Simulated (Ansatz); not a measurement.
Stepwise reaction of `[F][Mg][F]` with hydrogen sulfide, as a gas-phase model of exchange steps in deposition or etching. ΔE in kJ/mol; ΔG adds harmonic PBE0-D4 terms to CCSD(T)/CBS, at 1 bar.

Gas-phase electronic energies from Ansatz, PBE0-D4/def2-TZVP geometries. CCSD(T)/CBS is the MP2 limit (def2-TZVPP, def2-QZVPP) plus CCSD(T) − MP2 in def2-TZVPP, frozen cores. This one scheme is used for every species. DFT in def2-TZVPP. B3LYP here is the variant with VWN-RPA as its local correlation; programs differ in this. For Mg outer-core shells are correlated without core-valence functions, which leaves a few kJ/mol of doubt a bond. One conformer a species, not always the lowest.

```json
{"step": "1", "reaction": "`[F][Mg][F]` + H₂S → `[F][Mg][SH]` + H–F", "PBE-D4": "40.7", "B3LYP-D4": "48.1", "ωB97M-V": "44.6", "CCSD(T)/CBS": "42.6", "ΔG(400 K)": "41.4"}
```

Q: Give the row of step 2, `[F][Mg][SH]` + H₂S → `[SH][Mg][SH]` + H–F. (An estimate is asked.)

A: Computed: 
```json
{"step": "2", "reaction": "`[F][Mg][SH]` + H₂S → `[SH][Mg][SH]` + H–F", "PBE-D4": "42.7", "B3LYP-D4": "50.5", "ωB97M-V": "46.9", "CCSD(T)/CBS": "42.4", "ΔG(400 K)": "48.7"}
```

Q: By hand: ΔE of the 2 steps together at CCSD(T)/CBS.

A: (42.6) + (42.4) = 85.0 kJ/mol, or 42.5 kJ/mol a step.

In ΔE the steps differ by no more than 0.2 kJ/mol. All are uphill at CCSD(T)/CBS. ΔG lies between 41.4 and 48.7 kJ/mol a step. PBE-D4 differs from CCSD(T)/CBS by -1.9 to 0.3 kJ/mol a step. Isolated molecules leave out the surface, adducts and barriers. Largest T1 diagnostic: 0.012.
